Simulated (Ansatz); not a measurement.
# C2H6: the cost of one run

Program: Ansatz 0.2.0. Level of theory: the levels named in each step. These are calculated values, not measurements.

## 1. The starting structure

Bond lengths: C1–C2 1.521 Å, C1–H3 1.088 Å, C1–H4 1.087 Å, C1–H5 1.088 Å, C2–H6 1.088 Å, C2–H7 1.088 Å, C2–H8 1.088 Å. Angles: C1–C2–H6 110.6°, C1–C2–H7 110.6°, C1–C2–H8 110.6°, H6–C2–H7 108.3°, H6–C2–H8 108.3°, H7–C2–H8 108.3°, C2–C1–H3 110.6°, C2–C1–H4 110.7°, C2–C1–H5 110.6°, H3–C1–H4 108.2°, H3–C1–H5 108.3°, H4–C1–H5 108.3°.

As a file:

```xyz
8

C    -0.7531    0.1059   -0.0159
C     0.7531   -0.1057    0.0159
H    -1.2184   -0.5623   -0.7375
H    -0.9921    1.1281   -0.2962
H    -1.1879   -0.0905    0.9618
H     0.9897   -1.1333    0.2839
H     1.2169    0.5536    0.7464
H     1.1896    0.1026   -0.9586
```

## 2. A rough first relaxation, PBE-D4/def2-SVP

This run stands in another session on the same molecule. It ended at:

```xyz
8

C    -0.7566    0.1058   -0.0159
C     0.7561   -0.1062    0.0159
H    -1.2487   -0.5639   -0.7511
H    -1.0186    1.1473   -0.2945
H    -1.2194   -0.0956    0.9721
H     1.0180   -1.1480    0.2935
H     1.2481    0.5628    0.7518
H     1.2190    0.0961   -0.9719
```

## 3. Relaxation, r2SCAN-D4/def2-TZVPP

File input.yaml:

```yaml
crystal:
  periodic: [false, false, false]
  atoms:
    - { symbol: C, position_ang: [-0.75660577, 0.10575986, -0.01594745] }
    - { symbol: C, position_ang: [0.75607055, -0.10620256, 0.01592282] }
    - { symbol: H, position_ang: [-1.24872312, -0.56389801, -0.75111861] }
    - { symbol: H, position_ang: [-1.01855499, 1.14732502, -0.29452962] }
    - { symbol: H, position_ang: [-1.21943155, -0.0956329, 0.97214829] }
    - { symbol: H, position_ang: [1.0180018, -1.14804169, 0.29352631] }
    - { symbol: H, position_ang: [1.24808275, 0.56275299, 0.75180485] }
    - { symbol: H, position_ang: [1.21903033, 0.0961473, -0.97191659] }
basis:
  gaussian: { orbitals: def2-TZVPP }
hamiltonian:
  xc: r2scan
  dispersion: d4
relax:
  f_tol: 0.002
  max_steps: 150
```

Command:

```console
ansatz run input.yaml --threads 4 --pin off --max-ram 10240MiB --backend cpu --events-out ev --progress --plain --runs-dir out
```

What time and memory should one allow on 4 threads of Intel Xeon at 2.70GHz, shared host?

About 8.2 s, with a peak of 0.23 GiB.
